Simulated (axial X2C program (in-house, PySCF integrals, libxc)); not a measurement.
**S₂⁺: from the spin-free to the two-component result**

Calculated with an in-house all-electron X2C program for linear molecules (integrals from PySCF). Spin-free means the one-electron spin-free X2C Hamiltonian; two-component (2c) means X2C with spin–orbit coupling and atomic mean-field two-electron Coulomb and Gaunt terms, so the difference of the two also holds small scalar two-electron terms. Basis: S dyall-av3z [9s8p3d2f] (cores contracted in-house); Gaussian nuclei, density fitting, unrestricted open shells. Masses: S 31.972 u.

Spin-free state: M_S = 1/2, Λ = 1 (beyond evenly filled blocks: π+α); fragments S+ + S.

```json
{"level": "PBE0", "Re (Å)": "1.821", "ωe (cm⁻¹)": "858.2", "De (eV)": "5.271"}
{"level": "B97-3", "Re (Å)": "1.826", "ωe (cm⁻¹)": "846.3", "De (eV)": "5.511"}
```

**Question.** Within this multiplet, which Ω should lie lowest by the rule for regular and inverted multiplets?

**Answer.** The open π shell holds one electron, so the multiplet is regular: Ω = Λ − 1/2 = 1/2. The PBE0 2c search agrees, though Ω = 3/2 of the search lies only 0.06 eV higher.

Two-component determinant lowest at the distance of the search:

Ω = 1/2 (⟨Sz⟩ = -0.50, ⟨Lz⟩ = 1.00 at PBE0); fragments S+ + S.

```csv
level,Re (Å),ωe (cm⁻¹),De (eV)
PBE0,1.821,857.9,5.301
B97-3,1.826,846.0,5.537
```

**Question.** From the two tables, how do the constants change at the PBE0 level (2c against spin-free)?

**Answer.** At the PBE0 level Re is unchanged within 0.001 Å and ωe falls by 0.3 cm⁻¹; De is not compared, since the atomic limits differ or miss part of their spin–orbit lowering.

The state is one determinant whose occupation by symmetry is held fixed; it was picked as the lowest of a PBE0 search that is not exhaustive. De is counted from the lowest determinant-based energies of the atoms at the same level, without counterpoise correction. Density functionals use the spin component along the axis (collinear). In 2c an atomic determinant is not the ground J level, so De misses part of the atomic spin–orbit lowering. This holds for PBE0. The functionals have no current-density term, which raises determinants with orbital currents, atoms included.
